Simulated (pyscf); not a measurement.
Structures and frequencies: ωB97X-D3(BJ)/def2-SVP in PySCF. Correlated levels are frozen-core, on RHF or UHF. ΔMP2 is the change of the MP2 total energy from the triple- to the quadruple-zeta basis.

SMILES: O([SiH3])C
```xyz
9

C     -1.9914    -1.0147    -1.8103
O     -1.3739    -1.0569    -0.5463
Si     0.1407    -0.4284    -0.2621
H     -1.4048    -1.5613    -2.5728
H     -2.9823    -1.4887    -1.7362
H     -2.1329     0.0242    -2.1643
H      1.1643    -1.1032    -1.1185
H      0.1731     1.0354    -0.5676
H      0.4435    -0.6578     1.1733
```

What is the homolytic dissociation enthalpy (298 K, CCSD(T)/def2-TZVPP + ΔMP2(QZVPP)) of the O–Si bond of H₃C–O–SiH₃, to H₃C–O• + SiH₃•?

O–Si to H₃C–O• + SiH₃•: 4.79 eV. H₃C–O–SiH₃ lies 1.03 eV over its isomer H₃C–SiH₂–OH, and others may lie lower still (electronic energy, ωB97M-D3(BJ)). H₃C–O• lies 0.30 eV over its isomer •H₂C–OH, and others may lie lower still (electronic energy, ωB97M-D3(BJ)). The CCSD(T) − MP2 part came from Ansatz, without density fitting, on the same reference.
